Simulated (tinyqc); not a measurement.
UKS/BLYP in the sto-6g basis, for CH2, spin multiplicity 3, step by step. One step of it, computed by the program tinyqc.

Problem. Iteration 2: building the Kohn-Sham matrix. J_ij = sum D_kl (ij|kl) with D = D(alpha) + D(beta); F = H + J + V_xc; E = tr D H + tr D J / 2 + E_xc + E_nn.

D(alpha) after iteration 1, order 1C 1s, 1C 2s, 1C 2px, 1C 2py, 1C 2pz, 2H 1s, 3H 1s:
$$\begin{pmatrix}
1.041751 & -0.158382 & 0.000000 & 0.000000 & 0.073610 & -0.052056 & -0.052056 \\
-0.158382 & 0.657606 & 0.000000 & 0.000000 & -0.357063 & 0.110509 & 0.110509 \\
0.000000 & 0.000000 & 1.000000 & 0.000000 & 0.000000 & 0.000000 & 0.000000 \\
0.000000 & 0.000000 & 0.000000 & 0.257990 & 0.000000 & 0.231176 & -0.231176 \\
0.073610 & -0.357063 & 0.000000 & 0.000000 & 0.744522 & 0.197445 & 0.197445 \\
-0.052056 & 0.110509 & 0.000000 & 0.231176 & 0.197445 & 0.346471 & -0.067826 \\
-0.052056 & 0.110509 & 0.000000 & -0.231176 & 0.197445 & -0.067826 & 0.346471
\end{pmatrix}$$

D(beta) after iteration 1, order 1C 1s, 1C 2s, 1C 2px, 1C 2py, 1C 2pz, 2H 1s, 3H 1s:
$$\begin{pmatrix}
1.023950 & -0.079408 & 0.000000 & 0.000000 & -0.025234 & -0.075487 & -0.075487 \\
-0.079408 & 0.310891 & 0.000000 & 0.000000 & 0.082629 & 0.204500 & 0.204500 \\
0.000000 & 0.000000 & 0.000000 & 0.000000 & 0.000000 & 0.000000 & 0.000000 \\
0.000000 & 0.000000 & 0.000000 & 0.226894 & 0.000000 & 0.227313 & -0.227313 \\
-0.025234 & 0.082629 & 0.000000 & 0.000000 & 0.021978 & 0.054448 & 0.054448 \\
-0.075487 & 0.204500 & 0.000000 & 0.227313 & 0.054448 & 0.362790 & -0.092677 \\
-0.075487 & 0.204500 & 0.000000 & -0.227313 & 0.054448 & -0.092677 & 0.362790
\end{pmatrix}$$

core Hamiltonian H = T + V (hartree), order 1C 1s, 1C 2s, 1C 2px, 1C 2py, 1C 2pz, 2H 1s, 3H 1s:
$$\begin{pmatrix}
-18.839260 & -4.330103 & 0.000000 & 0.000000 & -0.012744 & -0.952067 & -0.952067 \\
-4.330103 & -5.550519 & 0.000000 & 0.000000 & -0.128171 & -2.153855 & -2.153855 \\
0.000000 & 0.000000 & -4.490350 & 0.000000 & 0.000000 & 0.000000 & 0.000000 \\
0.000000 & 0.000000 & 0.000000 & -4.671924 & 0.000000 & -1.665682 & 1.665682 \\
-0.012744 & -0.128171 & 0.000000 & 0.000000 & -4.528118 & -0.784529 & -0.784529 \\
-0.952067 & -2.153855 & 0.000000 & -1.665682 & -0.784529 & -3.377099 & -0.460669 \\
-0.952067 & -2.153855 & 0.000000 & 1.665682 & -0.784529 & -0.460669 & -3.377099
\end{pmatrix}$$

Two-electron integrals (ij|kl) in chemists' order, unique and non-zero (hartree):
```
(11|11) 3.543743    (21|11) 0.529462    (21|21) 0.100317    (22|11) 0.853596
(22|21) 0.199930    (22|22) 0.624844    (31|31) 0.021271    (32|31) 0.031868
(32|32) 0.138108    (33|11) 0.853598    (33|21) 0.199930    (33|22) 0.624843
(33|33) 0.673218    (41|41) 0.021271    (42|41) 0.031868    (42|42) 0.138108
(43|43) 0.036281    (44|11) 0.853598    (44|21) 0.199930    (44|22) 0.624843
(44|33) 0.600655    (44|44) 0.673218    (51|51) 0.021271    (52|51) 0.031868
(52|52) 0.138108    (53|53) 0.036281    (54|54) 0.036281    (55|11) 0.853598
(55|21) 0.199930    (55|22) 0.624843    (55|33) 0.600655    (55|44) 0.600655
(55|55) 0.673218    (61|11) 0.121739    (61|21) 0.022202    (61|22) 0.043520
(61|33) 0.043355    (61|41) 0.001324    (61|42) 0.002563    (61|44) 0.043764
(61|51) 0.000604    (61|52) 0.001169    (61|54) 0.000186    (61|55) 0.043440
(61|61) 0.005053    (62|11) 0.290271    (62|21) 0.068989    (62|22) 0.237288
(62|33) 0.231669    (62|41) 0.006383    (62|42) 0.042540    (62|44) 0.245622
(62|51) 0.002911    (62|52) 0.019401    (62|54) 0.006364    (62|55) 0.234571
(62|61) 0.015756    (62|62) 0.118983    (63|31) 0.007407    (63|32) 0.037850
(63|43) 0.008308    (63|53) 0.003789    (63|63) 0.014516    (64|11) 0.226957
(64|21) 0.054700    (64|22) 0.199198    (64|33) 0.189263    (64|41) 0.011758
(64|42) 0.070697    (64|44) 0.216796    (64|51) 0.001985    (64|52) 0.014981
(64|54) 0.008768    (64|55) 0.191534    (64|61) 0.013099    (64|62) 0.118580
(64|64) 0.130497    (65|11) 0.103510    (65|21) 0.024947    (65|22) 0.090849
(65|33) 0.086318    (65|41) 0.001985    (65|42) 0.014981    (65|44) 0.091297
(65|51) 0.008312    (65|52) 0.044682    (65|54) 0.010579    (65|55) 0.094932
(65|61) 0.005974    (65|62) 0.054081    (65|64) 0.052896    (65|65) 0.038641
(66|11) 0.442640    (66|21) 0.107260    (66|22) 0.418443    (66|33) 0.396460
(66|41) 0.012426    (66|42) 0.110595    (66|44) 0.451052    (66|51) 0.005667
(66|52) 0.050439    (66|54) 0.024898    (66|55) 0.407816    (66|61) 0.024924
(66|62) 0.266615    (66|64) 0.293508    (66|65) 0.133862    (66|66) 0.774999
(71|11) 0.121739    (71|21) 0.022202    (71|22) 0.043520    (71|33) 0.043355
(71|41) -0.001324   (71|42) -0.002563   (71|44) 0.043764    (71|51) 0.000604
(71|52) 0.001169    (71|54) -0.000186   (71|55) 0.043440    (71|61) 0.004874
(71|62) 0.014594    (71|64) 0.011028    (71|65) 0.005542    (71|66) 0.022510
(71|71) 0.005053    (72|11) 0.290271    (72|21) 0.068989    (72|22) 0.237288
(72|33) 0.231669    (72|41) -0.006383   (72|42) -0.042540   (72|44) 0.245622
(72|51) 0.002911    (72|52) 0.019401    (72|54) -0.006364   (72|55) 0.234571
(72|61) 0.014594    (72|62) 0.081842    (72|64) 0.059392    (72|65) 0.036155
(72|66) 0.140651    (72|71) 0.015756    (72|72) 0.118983    (73|31) 0.007407
(73|32) 0.037850    (73|43) -0.008308   (73|53) 0.003789    (73|63) 0.009197
(73|73) 0.014516    (74|11) -0.226957   (74|21) -0.054700   (74|22) -0.199198
(74|33) -0.189263   (74|41) 0.011758    (74|42) 0.070697    (74|44) -0.216796
(74|51) -0.001985   (74|52) -0.014981   (74|54) 0.008768    (74|55) -0.191534
(74|61) -0.011028   (74|62) -0.059392   (74|64) -0.035283   (74|65) -0.025746
(74|66) -0.096094   (74|71) -0.013099   (74|72) -0.118580   (74|74) 0.130497
(75|11) 0.103510    (75|21) 0.024947    (75|22) 0.090849    (75|33) 0.086318
(75|41) -0.001985   (75|42) -0.014981   (75|44) 0.091297    (75|51) 0.008312
(75|52) 0.044682    (75|54) -0.010579   (75|55) 0.094932    (75|61) 0.005542
(75|62) 0.036155    (75|64) 0.025746    (75|65) 0.024823    (75|66) 0.065636
(75|71) 0.005974    (75|72) 0.054081    (75|74) -0.052896   (75|75) 0.038641
(76|11) 0.057785    (76|21) 0.013736    (76|22) 0.048246    (76|33) 0.047180
(76|44) 0.048829    (76|51) 0.000997    (76|52) 0.006865    (76|55) 0.048729
(76|61) 0.003036    (76|62) 0.020902    (76|64) 0.018216    (76|65) 0.010458
(76|66) 0.042822    (76|71) 0.003036    (76|72) 0.020902    (76|74) -0.018216
(76|75) 0.010458    (76|76) 0.004509    (77|11) 0.442640    (77|21) 0.107260
(77|22) 0.418443    (77|33) 0.396460    (77|41) -0.012426   (77|42) -0.110595
(77|44) 0.451052    (77|51) 0.005667    (77|52) 0.050439    (77|54) -0.024898
(77|55) 0.407816    (77|61) 0.022510    (77|62) 0.140651    (77|64) 0.096094
(77|65) 0.065636    (77|66) 0.246758    (77|71) 0.024924    (77|72) 0.266615
(77|74) -0.293508   (77|75) 0.133862    (77|76) 0.042822    (77|77) 0.774999
```

nuclear repulsion = 5.64691378 hartree

V_xc(alpha) (hartree), order 1C 1s, 1C 2s, 1C 2px, 1C 2py, 1C 2pz, 2H 1s, 3H 1s:
$$\begin{pmatrix}
-2.320778 & -0.296503 & 0.000000 & 0.000000 & 0.002473 & -0.070595 & -0.070595 \\
-0.296503 & -0.587462 & 0.000000 & 0.000000 & 0.009955 & -0.228001 & -0.228001 \\
0.000000 & 0.000000 & -0.590285 & 0.000000 & 0.000000 & 0.000000 & 0.000000 \\
0.000000 & 0.000000 & 0.000000 & -0.583546 & 0.000000 & -0.199371 & 0.199371 \\
0.002473 & 0.009955 & 0.000000 & 0.000000 & -0.588319 & -0.092463 & -0.092463 \\
-0.070595 & -0.228001 & 0.000000 & -0.199371 & -0.092463 & -0.478082 & -0.045003 \\
-0.070595 & -0.228001 & 0.000000 & 0.199371 & -0.092463 & -0.045003 & -0.478082
\end{pmatrix}$$

V_xc(beta) (hartree), order 1C 1s, 1C 2s, 1C 2px, 1C 2py, 1C 2pz, 2H 1s, 3H 1s:
$$\begin{pmatrix}
-2.295684 & -0.279102 & 0.000000 & 0.000000 & -0.002643 & -0.067494 & -0.067494 \\
-0.279102 & -0.472867 & 0.000000 & 0.000000 & -0.042187 & -0.205461 & -0.205461 \\
0.000000 & 0.000000 & -0.435374 & 0.000000 & 0.000000 & 0.000000 & 0.000000 \\
0.000000 & 0.000000 & 0.000000 & -0.531708 & 0.000000 & -0.193069 & 0.193069 \\
-0.002643 & -0.042187 & 0.000000 & 0.000000 & -0.451476 & -0.094592 & -0.094592 \\
-0.067494 & -0.205461 & 0.000000 & -0.193069 & -0.094592 & -0.473538 & -0.040731 \\
-0.067494 & -0.205461 & 0.000000 & 0.193069 & -0.094592 & -0.040731 & -0.473538
\end{pmatrix}$$

E_xc = sum of w rho eps_xc = -6.12342639 hartree

Give: Coulomb J; F(alpha); F(beta); total energy of this density.

Solution.

Coulomb J (hartree), order 1C 1s, 1C 2s, 1C 2px, 1C 2py, 1C 2pz, 2H 1s, 3H 1s:
$$\begin{pmatrix}
11.2505 & 2.0386 & 0.0000 & 0.0000 & 0.0077 & 0.4575 & 0.4575 \\
2.0386 & 4.9918 & 0.0000 & 0.0000 & 0.0930 & 1.9264 & 1.9264 \\
0.0000 & 0.0000 & 4.9493 & 0.0000 & 0.0000 & 0.0000 & 0.0000 \\
0.0000 & 0.0000 & 0.0000 & 5.0617 & 0.0000 & 1.6370 & -1.6370 \\
0.0077 & 0.0930 & 0.0000 & 0.0000 & 4.9645 & 0.7657 & 0.7657 \\
0.4575 & 1.9264 & 0.0000 & 1.6370 & 0.7657 & 3.5824 & 0.3921 \\
0.4575 & 1.9264 & 0.0000 & -1.6370 & 0.7657 & 0.3921 & 3.5824
\end{pmatrix}$$

F(alpha) (hartree), order 1C 1s, 1C 2s, 1C 2px, 1C 2py, 1C 2pz, 2H 1s, 3H 1s:
$$\begin{pmatrix}
-9.9095 & -2.5881 & 0.0000 & 0.0000 & -0.0026 & -0.5651 & -0.5651 \\
-2.5881 & -1.1461 & 0.0000 & 0.0000 & -0.0252 & -0.4555 & -0.4555 \\
0.0000 & 0.0000 & -0.1313 & 0.0000 & 0.0000 & 0.0000 & 0.0000 \\
0.0000 & 0.0000 & 0.0000 & -0.1937 & 0.0000 & -0.2281 & 0.2281 \\
-0.0026 & -0.0252 & 0.0000 & 0.0000 & -0.1520 & -0.1113 & -0.1113 \\
-0.5651 & -0.4555 & 0.0000 & -0.2281 & -0.1113 & -0.2728 & -0.1135 \\
-0.5651 & -0.4555 & 0.0000 & 0.2281 & -0.1113 & -0.1135 & -0.2728
\end{pmatrix}$$

F(beta) (hartree), order 1C 1s, 1C 2s, 1C 2px, 1C 2py, 1C 2pz, 2H 1s, 3H 1s:
$$\begin{pmatrix}
-9.8844 & -2.5707 & 0.0000 & 0.0000 & -0.0077 & -0.5620 & -0.5620 \\
-2.5707 & -1.0315 & 0.0000 & 0.0000 & -0.0774 & -0.4329 & -0.4329 \\
0.0000 & 0.0000 & 0.0236 & 0.0000 & 0.0000 & 0.0000 & 0.0000 \\
0.0000 & 0.0000 & 0.0000 & -0.1419 & 0.0000 & -0.2218 & 0.2218 \\
-0.0077 & -0.0774 & 0.0000 & 0.0000 & -0.0151 & -0.1134 & -0.1134 \\
-0.5620 & -0.4329 & 0.0000 & -0.2218 & -0.1134 & -0.2682 & -0.1093 \\
-0.5620 & -0.4329 & 0.0000 & 0.2218 & -0.1134 & -0.1093 & -0.2682
\end{pmatrix}$$

total energy of this density = -38.988916 hartree
